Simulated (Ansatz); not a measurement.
`[OH][Mg][Cl]` + H₂S → `[SH][Mg][Cl]` + H₂O  (ligand exchange at a Mg–O bond)

Computed with Ansatz on PBE0-D4/def2-TZVP structures; ΔE is electronic, products minus reactants. CBS: MP2 limit from def2 TZ/QZ plus the TZ coupled-cluster correction, frozen cores. This one scheme is used for every species. Functionals use def2-TZVPP. B3LYP here is the variant with VWN-RPA as its local correlation; programs differ in this. HSE06 is defined as in plane-wave codes. For Mg outer-core shells are correlated without core-valence functions, which leaves a few kJ/mol of doubt a bond. One conformer a species, not always the lowest.

| level | ΔE (kJ/mol) | difference from CCSD(T)/CBS |
| --- | --- | --- |
| PBE-D4 | -19.9 | -6.3 |
| revPBE-D4 | -19.5 | -5.9 |
| BLYP-D4 | -8.7 | 4.9 |
| B97M-V | -17.1 | -3.5 |
| PBE0-D4 | -21.8 | -8.2 |
| B3LYP-D4 | -10.9 | 2.7 |
| r2SCANh-D4 | -15.2 | -1.6 |
| r2SCAN0-D4 | -16.8 | -3.2 |
| HSE06-D4 | -22.6 | -9.0 |
| BHLYP-D4 | -12.4 | 1.2 |
| CAM-B3LYP-D4 | -5.8 | 7.8 |
| ωB97X-V | -11.1 | 2.5 |
| B2PLYP | -9.5 | 4.1 |
| PBE-QIDH | -18.3 | -4.7 |
| PBE | -19.1 | -5.5 |
| revPBE | -19.4 | -5.8 |
| BLYP | -7.4 | 6.2 |
| r2SCAN | -13.8 | -0.2 |
| PBE0 | -21.0 | -7.4 |
| B3LYP | -9.5 | 4.1 |
| r2SCANh | -14.9 | -1.3 |
| HSE06 | -21.8 | -8.2 |
| CAM-B3LYP | -4.9 | 8.7 |
| LC-ωPBE | -9.6 | 4.0 |
| RPA@PBE/def2-TZVPP | -11.6 | 2.0 |
| HF/def2-SVP | -3.2 | 10.4 |
| MP2/def2-SVP | 1.7 | 15.3 |
| CCSD/def2-SVP | 0.8 | 14.4 |
| CCSD(T)/def2-SVP | -0.3 | 13.3 |
| HF/def2-TZVPP | -13.6 | 0.0 |
| MP2/def2-TZVPP | -11.8 | 1.8 |
| SCS-MP2/def2-TZVPP | -8.2 | 5.4 |
| CCSD/def2-TZVPP | -11.7 | 1.9 |
| CCSD(T)/def2-TZVPP | -13.4 | 0.2 |
| HF/def2-QZVPP | -12.1 | 1.5 |
| MP2/def2-QZVPP | -11.4 | 2.2 |
| SCS-MP2/def2-QZVPP | -7.9 | 5.7 |
| HF/CBS(def2) | -11.9 | 1.7 |
| MP2/CBS(def2) | -12.1 | 1.5 |
| CCSD/CBS(def2) | -11.9 | 1.7 |
| CCSD(T)/CBS | -13.6 | 0 |

Largest T1 diagnostic among the species: 0.009.

From BLYP to BHLYP (50 % exact exchange), in def2-TZVPP and without D4, ΔE moves by −3.1 kJ/mol. At CCSD(T), def2-SVP lies +13.3 kJ/mol from the extrapolated value and def2-TZVPP +0.2 kJ/mol.
